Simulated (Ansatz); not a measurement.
Process, species as SMILES: O (H2O) + H+ → [OH3+]
B3LYP-D3(BJ)/def2-TZVP geometries, fixed; electronic energies without zero-point terms; positive where energy is released.

Core correlation in the proton affinity at MP2 with Ansatz (a program for electronic structure), in kcal/mol: frozen core against all electrons. Core-valence sets carry the plain set on hydrogen.

```json
[
 {"basis": "cc-pVDZ", "functions, most": "29", "frozen core": "179.48", "all electrons": "179.55", "core term (second minus first)": "0.08"},
 {"basis": "cc-pCVDZ", "functions, most": "33", "frozen core": "179.31", "all electrons": "179.40", "core term (second minus first)": "0.09"},
 {"basis": "cc-pVTZ", "functions, most": "72", "frozen core": "174.07", "all electrons": "174.60", "core term (second minus first)": "0.54"},
 {"basis": "cc-pCVTZ", "functions, most": "85", "frozen core": "173.97", "all electrons": "174.10", "core term (second minus first)": "0.13"},
 {"basis": "cc-pwCVTZ", "functions, most": "85", "frozen core": "173.95", "all electrons": "174.07", "core term (second minus first)": "0.12"},
 {"basis": "cc-pVQZ", "functions, most": "145", "frozen core": "171.78", "all electrons": "172.10", "core term (second minus first)": "0.32"},
 {"basis": "cc-pCVQZ", "functions, most": "174", "frozen core": "171.71", "all electrons": "171.84", "core term (second minus first)": "0.13"},
 {"basis": "cc-pwCVQZ", "functions, most": "174", "frozen core": "171.70", "all electrons": "171.83", "core term (second minus first)": "0.13"}
]
```

The largest core-valence set, cc-pwCVQZ, gives a core term of 0.13 kcal/mol; the valence set cc-pVQZ, which lacks functions for the core, gives 0.32.
